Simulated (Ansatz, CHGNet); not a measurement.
For hcp Hf, the machine-learned potential CHGNet-r²SCAN (trained on r²SCAN data) gives:

lattice parameter a: 3.152 Å
c axis length: 5.175 Å

Question: What does HSE06 (Ansatz, an electronic-structure program, PAW) give for the same quantities?

Answer: 
- lattice constant a: 3.221 Å (increases by 2.2 %)
- lattice parameter c: 5.071 Å (shrinks by 2.0 %)

For comparison: lattice constant a 3.194 Å (measured, 293 K, no zero-point or thermal correction, our sources range from 3.194 to 3.200; as tabulated in Wikipedia's data pages); lattice parameter c 5.051 Å (measured, 293 K, no zero-point or thermal correction; as tabulated in Wikipedia's data pages).

Changes are worked out from the printed values.

Unless a cell is named, each level is at its own relaxed cell (CHGNet-r²SCAN 22.26, HSE06 22.77 Å³/atom).

Levels without +SOC leave out spin–orbit coupling, which shifts energies and cells of such heavy elements.

Ansatz's density-functional and Hartree–Fock values are scalar-relativistic unless marked +SOC, with PAW data made under PBE.
